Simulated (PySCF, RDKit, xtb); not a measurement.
# Which structure has the formula AlBN?, part 2 of 2

Only the formula AlBN is given (odd number of electrons). Aim: find the structure of lowest free energy at 298.15 K, then its properties.

xtb, Ansatz and PySCF; isolated molecules.

### Step 12. Density, orbitals and dipole (PBE0/def2-TZVPD)

File geometry.xyz:

```xyz
3

Al    -2.280734     0.070823     0.808289
B     -0.472152     0.677143     3.227311
N     -1.217353     0.426695     2.230371
```

File job.py:

```python
import pyscf.grad
from pyscf import gto, dft

molecule = gto.M(
    atom='geometry.xyz',
    spin=1,
    basis='def2-tzvpd',
    verbose=3,
    max_memory=3720,
)

myscf = dft.UKS(molecule)
myscf.xc = 'pbe0'
myscf = myscf.density_fit(auxbasis='def2-universal-jkfit')
myscf.max_cycle = 100
myscf.grids.level = 3
myscf.conv_tol = 1e-09
myscf.kernel()
if not myscf.converged:
    myscf = myscf.newton().run(myscf.mo_coeff, myscf.mo_occ)
for _ in range(3):
    mo, _, stable, _ = myscf.stability(return_status=True)
    if stable:
        break
    myscf.kernel(myscf.make_rdm1(mo, myscf.mo_occ))

energy = myscf.e_tot
print('Final energy', energy)
grad = myscf.Gradients().kernel()
myscf.analyze()
```

Run with:

```
$ OMP_NUM_THREADS=2 python job.py
```

The log of the run:

```text
WARN: HOMO -0.222697849527272 >= LUMO -0.222697849527272

converged SCF energy = -321.794836207935  <S^2> = 0.76484979  2S+1 = 2.0147951
<class 'pyscf.df.df_jk.DFUKS'> wavefunction is stable in the internal stability analysis
Final energy -321.7948362079352
--------------- DFUKS gradients ---------------
         x                y                z
0 Al    -0.0028171078    -0.0009462639    -0.0037688047
1 B     0.0052873976     0.0017763321     0.0070719554
2 N    -0.0025154474    -0.0007849247    -0.0033275062
----------------------------------------------
**** MO energy ****
                             alpha | beta                alpha | beta
MO #1   energy= -56.1578301125917  | -56.1577177793158  occ= 1 | 1
MO #2   energy= -14.3516426641877  | -14.3517636379143  occ= 1 | 1
MO #3   energy= -6.83501491728678  | -6.81793253860285  occ= 1 | 1
MO #4   energy= -4.18397179320275  | -4.18385979479661  occ= 1 | 1
MO #5   energy= -2.71446490840146  | -2.71449150090432  occ= 1 | 1
MO #6   energy= -2.71446473779032  | -2.71449133821834  occ= 1 | 1
MO #7   energy= -2.70923473134886  | -2.70864403926773  occ= 1 | 1
MO #8   energy= -0.822921276008508 | -0.819118363728144 occ= 1 | 1
MO #9   energy= -0.482726089826862 | -0.470864258844031 occ= 1 | 1
MO #10  energy= -0.328298344694801 | -0.31835916383804  occ= 1 | 1
MO #11  energy= -0.319819277055829 | -0.318358958989811 occ= 1 | 1
MO #12  energy= -0.319819083454436 | -0.241121967735296 occ= 1 | 1
MO #13  energy= -0.239682419786575 | -0.126940726733835 occ= 1 | 0
MO #14  energy= -0.0557081470560805 | -0.0478944200377205 occ= 0 | 0
MO #15  energy= -0.0557079564931103 | -0.0478941919270349 occ= 0 | 0
MO #16  energy= 0.0132482254836491 | 0.0249533191360796 occ= 0 | 0
MO #17  energy= 0.0132483703238586 | 0.0355294841811117 occ= 0 | 0
MO #18  energy= 0.016474019007975  | 0.04131562871681   occ= 0 | 0
MO #19  energy= 0.0343597932688463 | 0.0413157319062115 occ= 0 | 0
MO #20  energy= 0.0438880557946047 | 0.0584181608131815 occ= 0 | 0
MO #21  energy= 0.0730096408748138 | 0.0732296175175467 occ= 0 | 0
MO #22  energy= 0.0730096708562229 | 0.0732296352428267 occ= 0 | 0
MO #23  energy= 0.0879597145032945 | 0.0911632721738132 occ= 0 | 0
MO #24  energy= 0.0879597314333347 | 0.0911633077756909 occ= 0 | 0
MO #25  energy= 0.105288605673453  | 0.116835951273901  occ= 0 | 0
MO #26  energy= 0.132617139895578  | 0.141448377317803  occ= 0 | 0
MO #27  energy= 0.148877948051795  | 0.15859867810579   occ= 0 | 0
[... 77 lines of this table left out ...]
MO #105 energy= 4.74868978128321   | 4.74029093136876   occ= 0 | 0
MO #106 energy= 4.79598044976987   | 4.80584543906522   occ= 0 | 0
MO #107 energy= 4.79598443403794   | 4.80584987311303   occ= 0 | 0
MO #108 energy= 5.0415621252357    | 5.04482234275751   occ= 0 | 0
MO #109 energy= 5.04156794728607   | 5.04482838267968   occ= 0 | 0
MO #110 energy= 5.19637336912458   | 5.21132778887406   occ= 0 | 0
MO #111 energy= 5.5468399455379    | 5.5558498614883    occ= 0 | 0
MO #112 energy= 7.67571352474377   | 7.67595437545987   occ= 0 | 0
MO #113 energy= 9.39673701550186   | 9.39678125874831   occ= 0 | 0
MO #114 energy= 9.39674276137716   | 9.39678706997224   occ= 0 | 0
MO #115 energy= 9.661005791478     | 9.66174676373011   occ= 0 | 0
MO #116 energy= 14.081579988286    | 14.1097228386929   occ= 0 | 0
MO #117 energy= 32.4127506819557   | 32.4127923968132   occ= 0 | 0

To work with the spin densities directly, `use mulliken_meta_spin()` only printing them here.

 ** Mulliken spin pop alpha/beta on meta-lowdin orthogonal AOs **
 ** Mulliken Spin Density (per atom)  **
spin density of  0 Al =      0.03836
spin density of  1 B =      1.05353
spin density of  2 N =     -0.09188
 ** Mulliken pop alpha/beta on meta-lowdin orthogonal AOs **
 ** Mulliken atomic charges   ( Nelec_alpha | Nelec_beta ) **
charge of  0Al =      0.37249  (     6.33293      6.29458 )
charge of  1B =      0.11884  (     2.96734      1.91382 )
charge of  2N =     -0.49133  (     3.69972      3.79161 )
Dipole moment(X, Y, Z, Debye):  0.30056,  0.10148,  0.40225
```

Wall time 32 s (2 threads of Intel Xeon Platinum 8488C (Sapphire Rapids), shared host); peak memory 0.78 GiB.

### Step 13. Electronic excitations (TD-CAM-B3LYP/def2-SVPD)

File input.py:

```python
from pyscf import gto, dft, tdscf

mol = gto.M(
    atom='Al -2.280734 0.070823 0.808289; B -0.472152 0.677143 3.227311; N -1.217353 0.426695 2.230371',
    max_memory=3720,
    verbose=3,
    basis='def2-svpd',
    spin=1,
)

mf = dft.UKS(mol)
mf.xc = 'cam-b3lyp'
mf = mf.density_fit(auxbasis='def2-universal-jkfit')
mf.grids.level = 2
mf.max_cycle = 100
mf.kernel()
if not mf.converged:
    mf = mf.newton().run(mf.mo_coeff, mf.mo_occ)

e_tot = mf.e_tot
print('E(%s) = %.9f' % ('CAM-B3LYP', e_tot))

td = tdscf.TDA(mf)
td.nstates = 5
td.kernel()
td.analyze()
roots = td.e * 27.211386
osc = td.oscillator_strength()
print('state   eV      nm      f')
for i, (w, f) in enumerate(zip(roots, osc), 1):
    print('%3d %9.4f %8.1f %9.5f' % (i, w, 1239.842 / w, f))
```

Run with:

```
$ OMP_NUM_THREADS=2 python input.py
```

The log of the run:

```text
WARN: HOMO -0.226942789530765 >= LUMO -0.226942789530766

converged SCF energy = -321.803514769163  <S^2> = 0.76022068  2S+1 = 2.0101947
E(CAM-B3LYP) = -321.803514769
Excitation energies (eV)
[2.55539862 2.77056821 2.77057668 2.91464349 2.91479717]

** Excitation energies and oscillator strengths **
state   eV      nm      f
  1    2.5554    485.2   0.04942
  2    2.7706    447.5   0.00051
  3    2.7706    447.5   0.00051
  4    2.9146    425.4   0.00338
  5    2.9148    425.4   0.00338
```

It took 21 s on 2 threads of Intel Xeon Platinum 8488C (Sapphire Rapids), shared host; peak memory 0.27 GiB.

The roots found:

| excited state | energy (eV) | strength |
| --- | --- | --- |
| 1 | 2.555 | 0.0494 |
| 2 | 2.771 | 0.0005 |
| 3 | 2.771 | 0.0005 |
| 4 | 2.915 | 0.0034 |
| 5 | 2.915 | 0.0034 |

### Step 14. The cation at the same geometry (PBE0/def2-TZVPD)

geometry.xyz is that of step 12.

File run.py:

```python
from pyscf import gto, dft

mol = gto.M(
    atom='geometry.xyz',
    charge=1,
    max_memory=3720,
    basis='def2-tzvpd',
    spin=0,
    verbose=3,
)

calc0 = dft.RKS(mol, xc='pbe0')
calc0 = calc0.density_fit(auxbasis='def2-universal-jkfit')
calc0.conv_tol = 1e-09
calc0.max_cycle = 100
calc0.grids.level = 3
calc0.kernel()
if not calc0.converged:
    calc0 = calc0.newton().run(calc0.mo_coeff, calc0.mo_occ)

e_tot = calc0.e_tot
print('E(%s) = %.9f' % ('PBE0', e_tot))
```

Run with:

```
$ OMP_NUM_THREADS=2 python run.py
```

The log of the run:

```text
converged SCF energy = -321.440221724352
E(PBE0) = -321.440221724
```

Wall time 3.6 s (2 threads of Intel Xeon Platinum 8488C (Sapphire Rapids), shared host); peak memory 0.35 GiB.

### Step 15. The anion at the same geometry (PBE0/def2-TZVPD)

File job.py:

```python
from pyscf import gto, dft

mol = gto.M(
    atom=[
    ('Al', (-2.280734, 0.070823, 0.808289)),
    ('B', (-0.472152, 0.677143, 3.227311)),
    ('N', (-1.217353, 0.426695, 2.230371)),
],
    verbose=3,
    spin=0,
    charge=-1,
    basis='def2-tzvpd',
    max_memory=3720,
)

myscf = dft.RKS(mol, xc='pbe0')
myscf = myscf.density_fit(auxbasis='def2-universal-jkfit')
myscf.grids.level = 3
myscf.max_cycle = 100
myscf.conv_tol = 1e-09
myscf.kernel()
if not myscf.converged:
    myscf = myscf.newton().run(myscf.mo_coeff, myscf.mo_occ)

e_tot = myscf.e_tot
print('E = %.10f Eh' % e_tot)
```

Run with:

```
$ OMP_NUM_THREADS=2 python job.py
```

The log of the run:

```text
converged SCF energy = -321.865813138737
E = -321.8658131387 Eh
```

It took 3.3 s on 2 threads of Intel Xeon Platinum 8488C (Sapphire Rapids), shared host; peak memory 0.35 GiB.

### Step 16. Polarisability (PBE0/def2-SVPD)

File run.py:

```python
# [B]=[N][Al]
import numpy
from pyscf import gto, dft
from pyscf.prop.polarizability import uks

mol = gto.M(
    atom='Al -2.280734 0.070823 0.808289; B -0.472152 0.677143 3.227311; N -1.217353 0.426695 2.230371',
    verbose=3,
    max_memory=3720,
    spin=1,
    basis='def2-svpd',
)

ks = dft.UKS(mol, xc='pbe0')
ks = ks.density_fit(auxbasis='def2-universal-jkfit')
ks.grids.level = 3
ks.max_cycle = 100
ks.kernel()
if not ks.converged:
    ks = ks.newton().run(ks.mo_coeff, ks.mo_occ)

etot = ks.e_tot
print('Final energy', etot)
pol = uks.Polarizability(ks)
alpha = pol.polarizability()
print('isotropic polarizability %.4f bohr^3' % (numpy.trace(alpha) / 3))
alpha_w = pol.polarizability_with_freq(freq=0.0773)
```

Run with:

```
$ OMP_NUM_THREADS=2 python run.py
```

The log of the run:

```text
WARN: HOMO -0.221702654138205 >= LUMO -0.221702654138205

converged SCF energy = -321.626443576448  <S^2> = 0.76507404  2S+1 = 2.0150177
Final energy -321.6264435764482
isotropic polarizability 67.8869 bohr^3
```

Run time: 18 s. Hardware: 2 threads of Intel Xeon Platinum 8488C (Sapphire Rapids), shared host; peak memory 0.31 GiB.

### Step 17. The quartet at the same geometry (PBE0/def2-TZVPD)

File input.py:

```python
from pyscf import gto, dft

mol = gto.M(
    atom='''
Al    -2.280734     0.070823     0.808289
B     -0.472152     0.677143     3.227311
N     -1.217353     0.426695     2.230371
''',
    max_memory=3720,
    basis='def2-tzvpd',
    verbose=3,
    spin=3,
)

myscf = dft.UKS(mol, xc='pbe0')
myscf = myscf.density_fit(auxbasis='def2-universal-jkfit')
myscf.conv_tol = 1e-09
myscf.max_cycle = 100
myscf.grids.level = 3
myscf.kernel()
if not myscf.converged:
    myscf = myscf.newton().run(myscf.mo_coeff, myscf.mo_occ)
for _ in range(3):
    mo, _, stable, _ = myscf.stability(return_status=True)
    if stable:
        break
    myscf.kernel(myscf.make_rdm1(mo, myscf.mo_occ))

e_final = myscf.e_tot
print('Final energy', e_final)
```

Run with:

```
$ OMP_NUM_THREADS=2 python input.py
```

The log of the run:

```text
WARN: HOMO -0.0675542847383125 >= LUMO -0.260510441103499

WARN: HOMO -0.14343554105016 >= LUMO -0.162209923772657

WARN: HOMO -0.145510630263111 >= LUMO -0.18303214617211

WARN: HOMO -0.150730389769734 >= LUMO -0.170567071284736

WARN: HOMO -0.146090000314985 >= LUMO -0.156426977594386

WARN: HOMO -0.147484302649737 >= LUMO -0.154888593287986

WARN: HOMO -0.147536367499413 >= LUMO -0.153570486341998

WARN: HOMO -0.147642789182392 >= LUMO -0.153552912899322

WARN: HOMO -0.14767204146353 >= LUMO -0.15352577827769

WARN: HOMO -0.147682594115942 >= LUMO -0.153529361372058

WARN: HOMO -0.147680833191373 >= LUMO -0.153530926562333

WARN: HOMO -0.147681343774295 >= LUMO -0.153529162451029

WARN: HOMO -0.147681387340263 >= LUMO -0.153529597461677

converged SCF energy = -321.697528372798  <S^2> = 3.7733539  2S+1 = 4.0116599
<class 'pyscf.df.df_jk.DFUKS'> wavefunction is stable in the internal stability analysis
Final energy -321.6975283727984
```

It took 31 s on 2 threads of Intel Xeon Platinum 8488C (Sapphire Rapids), shared host; peak memory 0.41 GiB.

### Step 18. Stability of the SCF solution (PBE0/def2-SVP)

File mol.xyz:

```xyz
3

Al    -2.280734     0.070823     0.808289
B     -0.472152     0.677143     3.227311
N     -1.217353     0.426695     2.230371
```

File calc.py:

```python
from pyscf import gto, dft

system = gto.Mole()
system.atom = 'mol.xyz'
system.spin = 1
system.charge = 0
system.verbose = 3
system.max_memory = 3720
system.basis = 'def2-svp'
system.build()

myscf = dft.UKS(system, xc='pbe0')
myscf = myscf.density_fit(auxbasis='def2-universal-jkfit')
myscf.grids.level = 3
myscf.max_cycle = 100
myscf.kernel()
if not myscf.converged:
    myscf = myscf.newton().run(myscf.mo_coeff, myscf.mo_occ)

e_final = myscf.e_tot
print('E = %.10f Eh' % e_final)
mo_i, mo_e, stable_i, stable_e = myscf.stability(internal=True, external=True, return_status=True)
print('stable: internal', stable_i, 'external', stable_e)
```

Run with:

```
$ OMP_NUM_THREADS=2 python calc.py
```

The log of the run:

```text
WARN: HOMO -0.221777012799415 >= LUMO -0.221777012799415

converged SCF energy = -321.621020486128  <S^2> = 0.76508821  2S+1 = 2.0150317
E = -321.6210204861 Eh
<class 'pyscf.df.df_jk.DFUKS'> wavefunction is stable in the internal stability analysis
<class 'pyscf.df.df_jk.DFUKS'> wavefunction is stable in the real -> complex stability analysis
<class 'pyscf.df.df_jk.DFUKS'> wavefunction has an UHF/UKS -> GHF/GKS instability
stable: internal True external False
```

Run time: 12 s. Hardware: 2 threads of Intel Xeon Platinum 8488C (Sapphire Rapids), shared host; peak memory 0.3 GiB.

The stability test raises a flag; for an open shell a flag towards a general spinor solution can be the free rotation of the spin.

### Step 19. Summary of results

What follows sums up all 2 parts.

```
                                  quantity                                                                                    value
                    lowest structure found                                                                     [B]=[N][Al], doublet
                                    funnel  8 starts, 1 minima at GFN2-xTB from these starts, 1 screening runs, 1 relaxed, 1 ranked
                      CPU time of all runs                                                                                   13 min
lowest excitation (TD-CAM-B3LYP/def2-SVPD)                                                                      2.56 eV (f = 0.049)
```

**Reading.** The lowest structure found is `[B]=[N][Al]`. All structures in one piece share one bonding pattern, so no isomers were compared. The largest share of the time went into recheck (33 % of the CPU time that the search's summary counts). The stability test raises a flag; for an open shell a flag towards a general spinor solution can be the free rotation of the spin. Lowest found is not proven lowest: the search is finite, and each finalist counts with one conformer.
